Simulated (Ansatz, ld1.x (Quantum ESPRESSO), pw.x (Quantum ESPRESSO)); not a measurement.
# W (Z = 74): one change to the TM potential, in the atom and in the fcc crystal

* Element: W
* Generator: ld1.x (Quantum ESPRESSO) 7.5
* Type: norm-conserving Troullier–Martins (Kleinman–Bylander form)
* Functional: PBEsol
* Relativity: scalar-relativistic
* Frozen core: [Xe] 4f14
* Valence charge: 6
* Reference configuration: 5d4 6s2 6p0
* Partial waves: 6s (bound): rc 2.80 bohr; 5d (bound): rc 2.05 bohr; 5f channel at 0.15 Ry: rc 3.20 bohr; 6p (bound, empty): rc 3.00 bohr
* Local potential: the p channel
* Core correction: none

Change: all radii scaled by about 1.06 (s 2.96, p 3.18, d 2.16, f 3.38 bohr).

Cutoffs, loose and tight: the cutoffs (Ry, on a coarse ladder) from which the occupation-weighted sum of valence levels, in a spherical-Bessel basis at the reference potential, stays within 10 and 1 mRy of its value at 400 Ry. They do not see the model core or the augmentation charge, which bear on the density cutoff. Test errors are all-electron minus pseudo excitation energies from the reference, over the configurations 5d4 6s1 6p0; 5d4 6s0 6p0; 5d3 6s0 6p0; 5d4 6s0 6p1; 5d3 6s2 6p0; 5d5 6s0 6p0; 5d4.5 6s1.5 6p0; variants that change the core or the reference have their own tests.

Crystal test: fcc W in pw.x 7.5, no spin, 14³ k-points, Fermi–Dirac smearing 0.01 Ry, cutoffs set for each file from its atomic test. The reference is all-electron LAPW (Ansatz 0.2.0) with the same functional, mesh and smearing; V0 and B0 come from Birch–Murnaghan fits to the pressures at five volumes. Errors are pseudo minus all-electron; Δ is the rms difference of the E(V) curves that follow from these fits, minima aligned, over ±6 % about the mean V0. Mesh and smearing are coarse, so the numbers serve the comparison and aren't converged zero-temperature values; the lattice is a test structure that the element need not adopt.

All-electron: a0 = 4.000 Å (V0 = 16.00 Å³/atom), B0 = 298.8 GPa.

Task: Does the change bring the crystal closer to the all-electron result?

Result: The mean pressure error goes from +18.42 to +18.78 GPa, a small move against the size of the error. Neither pressure curve crosses zero within the volumes sampled, so no fits are given.

| quantity | base | changed |
| --- | --- | --- |
| outcome (atom) | generated | generated |
| cutoff, loose (atom) | 30 Ry | 30 Ry |
| cutoff, tight (atom) | 35 Ry | 35 Ry |
| bound ghosts (atom) | none | none |
| largest test error (meV) (atom) | -170 | -194 |
| cutoffs in pw.x (Ry) | 45/180 | 45/180 |
| mean pressure error (GPa) | +18.42 | +18.78 |

Base: The largest radius (3.20 bohr) exceeds half the bond length (2.67 bohr), so the spheres overlap, which is one possible source of error among others. This is a poor potential for the solid. Changed file: The largest radius (3.38 bohr) exceeds half the bond length (2.67 bohr), so the spheres overlap, which is one possible source of error among others. This is a poor potential for the solid. The atomic cutoffs weigh occupied waves only.
